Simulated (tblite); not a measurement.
# BrFH2S: the cost of one run

Computed with tblite 0.8.0 and PySCF 2.14.0; each step states its level. No surroundings beyond the atoms listed, unless a continuum is named. Atoms count from 0, parts from 1.

## (1) The system as given

5 atoms, charge 0, multiplicity 1; geometry: rigid parts in contact. Parts: 1 = atoms 0–1, `FBr`, charge 0; 2 = atoms 2–4, `S`, charge 0.

## (2) Search for minima with GFN2-xTB

The job: settings as JSON, then the geometry in Å.

```
{"job": {"kind": "dock", "xc": "GFN2-xTB", "basis": "xTB"}, "charge": 0, "multiplicity": 1, "parts": [{"atoms": "0-1", "charge": 0, "multiplicity": 1}, {"atoms": "2-4", "charge": 0, "multiplicity": 1}]}
Br     0.899690    -0.003916    -0.007501
F     -0.899690     0.003916     0.007501
S      3.921404    -0.325485    -0.224221
H      3.267129     0.773438     0.129414
H      4.283140     0.198317    -1.388187
```

Method: GFN2-xTB search for minima from random contacts, gas phase.

On the command line:

```console
> OMP_NUM_THREADS=1 python cluster_run.py task.json out
```

This one command runs all jobs of the session in turn.

**Question.** How long does this first job take on 1 thread of Intel Xeon Platinum 8488C, shared host?

About 4.4 s.
